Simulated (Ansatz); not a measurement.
hcp Zn was calculated with PBEsol in Ansatz (PAW).

Settings: plane-wave cutoff 520 eV, 16×16×10 k mesh (along the axes of the cell as run), Fermi–Dirac smearing 0.1 eV, perturbation theory, force constants from a 4×4×2 q mesh, scalar-relativistic PAW data made under PBE.

Problem. What does this level give for the zero-point energy?

Solution. 
- zero-point energy: 0.023 eV/atom

The result took about 8 core-minutes (a rough figure).

Ansatz is a program for electronic structure.
